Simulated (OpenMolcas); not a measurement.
**B2 (SMILES B#B): the vertical ionisation energy, rung by rung**

The species is B2 (2 atoms), meant as a triplet with charge 0. SMILES: `B#B`. Geometry: relaxed at GFN2-xTB.

```csv
atom,x (Å),y (Å),z (Å)
B,0.0000,0.0000,0.0000
B,0.0000,0.0000,1.4051
```

Each level gives the vertical ionisation energy (to the doublet cation) (eV). The values are calculated.

```tsv
level	kind	program	value (eV)	less FCI/pcseg-0
ROHF/pcseg-0	Hartree–Fock	OpenMolcas	9.86	-0.02
USVWN5/pcseg-0	LDA	OpenMolcas	10.80	+0.92
UPBE/pcseg-0	GGA	OpenMolcas	10.70	+0.82
U-r2SCAN/pcseg-0	meta-GGA	OpenMolcas	10.86	+0.98
UPBE0/pcseg-0	global hybrid	OpenMolcas	10.69	+0.81
SC-NEVPT2(6,8)/pcseg-0	multireference	OpenMolcas	9.78	-0.10
ROCCSD(T)/pcseg-0	coupled cluster or CI	OpenMolcas	9.87	-0.01
FCI/3-21G	exact in the basis	OpenMolcas	9.84	-0.04
FCI/pcseg-0	exact in the basis	OpenMolcas	9.88	0.00
```

FCI/pcseg-0 is exact within its basis and frozen core, so for wave-function methods in that basis the difference is their error; functionals converge differently with the basis, so for them it is only a difference. The values span 9.78 to 10.86 eV. Spin contamination of the reference (⟨S²⟩ at least 0.1 too high) touches USVWN5/pcseg-0, UPBE/pcseg-0. All rows use very small basis sets, so none should be taken for the real molecule's value.
